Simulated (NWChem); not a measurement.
hydrogen peroxide (H2O2); SMILES OO

Results from NWChem. Coordinates come from a PBE0/def2-SVP optimisation.

Order these by “dipole (D)”, lowest first: CAM-B3LYP/3-21G; CAM-B3LYP/aug-pcseg-1; CAM-B3LYP/pcseg-1; CAM-B3LYP/pcseg-2.

CAM-B3LYP/aug-pcseg-1 (1.66), CAM-B3LYP/pcseg-2 (1.76), CAM-B3LYP/pcseg-1 (1.83), CAM-B3LYP/3-21G (2.02)
